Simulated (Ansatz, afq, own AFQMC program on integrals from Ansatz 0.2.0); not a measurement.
## BO, doublet: AFQMC among the cluster methods

```yaml
atoms:
  - { symbol: B, position_ang: [0.0000, 0.0000, 0.0000] }
  - { symbol: O, position_ang: [0.0000, 0.0000, 1.2006] }
```

Basis 6-31G. Noble-gas cores (and the filled d shells of Ga–Kr and In–Xe) are frozen. AFQMC by an in-house program on the Cholesky factors that Ansatz 0.2.0 writes for its CCSD(T) run. The CISD trial takes its coefficients from CCSD amplitudes. Released means that phaseless walkers are propagated on without the constraint, phases kept. Free projection: walkers drawn from exp(T), propagated without any constraint. Its projection time is finite, and what remains of the start isn't in its error. Uncertainties: one standard error, sampling alone.

Determinant: UHF, the one that the program's search chose, which needn't be the lowest solution. The geometry is a point of a scan.

Full CI on the same integrals is exact in this basis and with this determinant's frozen core.

Cautions: unrestricted determinant slightly spin contaminated (⟨S²⟩ 0.84 against 0.75); the released energies are still falling, so no released level is given (meV from the phaseless value at times in 1/Eh: -2 ± 3 at 0.24, -1 ± 3 at 0.51, -8.1 ± 2.0 at 0.99, -9 ± 3 at 1.62, -15 ± 4 at 2.40), though the last usable value meets full CI within the noise; the ph-AFQMC/CISD walk drifts between its halves (2.3 errors).

```
T1 diagnostic                               : 0.0348
weight of the determinant in the CISD state : 0.904
⟨S²⟩ of the determinant                     : 0.839
size of the correlated space                : 9 electrons in 16 orbitals
```

```tsv
level	correlation energy (eV)
MP2	-4.6869
CCSD	-4.7346
CCSD(T)	-4.9075
```

Estimate where phaseless AFQMC with the Hartree–Fock trial lies against CCSD(T) on the same integrals.

10.2 ± 2.3 kJ/mol below CCSD(T).

Reference: full CI, correlation energy -4.953 eV.

```
        level  E − E(reference) (kJ/mol)  share of correlation (%)
      CCSD(T)                        4.4                     99.08
        CCSDT                        1.3                     99.72
     CCSDT(Q)                       -0.7                    100.15
       CCSDTQ                        0.0                    100.00
  ph-AFQMC/HF                 -5.8 ± 2.3                    101.22
ph-AFQMC/CISD                  0.9 ± 0.5                     99.81
   free AFQMC                 -0.1 ± 0.6                    100.03
```

CCSDT and higher add their correlation energy to the determinant of the CCSD(T) run, since their own runs factorise the integrals more tightly (a shift of under 2 meV). Free projections are given only where their last times agree within the noise and don't stop above the reference; a slow remainder of the start can still hide under it. A walk keeps the symmetry of its determinant, which the program's search chose and which needn't be the lowest solution, so a lower state of the same spin and another symmetry isn't excluded.
